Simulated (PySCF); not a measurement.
# Building multiplets from coupling constants

Atom-mapped SMILES (the numbers label the heavy atoms): `[CH3:1][O:2][C@H:3]1[CH2:4][O:5]1`. Hydrogens are named by the atom that carries them. Ha(C4) is cis to O2 on the ring; Hb(C4) is trans to O2 on the ring.

- σ from GIAO-KT3/pcSseg-2
- J: B3LYP/pcJ-1 (without the spin–dipole term)
- PBE0-D3(BJ)/def2-SVP geometry
- run in PySCF
- single conformer, in vacuum, averaged over atoms made equivalent by symmetry, fast rotation or ring inversion, non-relativistic

Shifts are taken against calculated references (same method and geometry level): 1H against TMS.

Spectrometer: 800 MHz for 1H. First-order analysis; couplings under 1 Hz (under 4 Hz in carbon signals) are ignored, and nearly equal couplings are merged; the smaller ones broaden or split the lines further.

Problem. What pattern does Ha(C4) show (1H)?

Solution. A doublet at δ 2.51: 6.2 Hz to Hb(C4) (1 × 1H, 2 bonds away). Lines in Hz from the centre (relative intensity): +3.1 (1), -3.1 (1). The outer lines are 6.2 Hz apart, the sum of the couplings kept, or 0.008 ppm at this field.

Problem. What pattern does Hb(C4) show (1H)?

Solution. A doublet of doublets at δ 2.43: 6.2 Hz to Ha(C4) (1 × 1H, 2 bonds away), 2.5 Hz to H(C3) (1 × 1H, 3 bonds away). Lines in Hz from the centre (relative intensity): +4.3 (1), +1.9 (1), -1.9 (1), -4.3 (1). The outer lines are 8.7 Hz apart, the sum of the couplings kept, or 0.011 ppm at this field.

Problem. What pattern does H(C3) show (1H)?

Solution. A doublet at δ 4.26: 2.5 Hz to Hb(C4) (1 × 1H, 3 bonds away). Lines in Hz from the centre (relative intensity): +1.2 (1), -1.2 (1). The outer lines are 2.5 Hz apart, the sum of the couplings kept, or 0.003 ppm at this field.

Unscaled 3J(H,H) at this level run about 10 % above measured values.
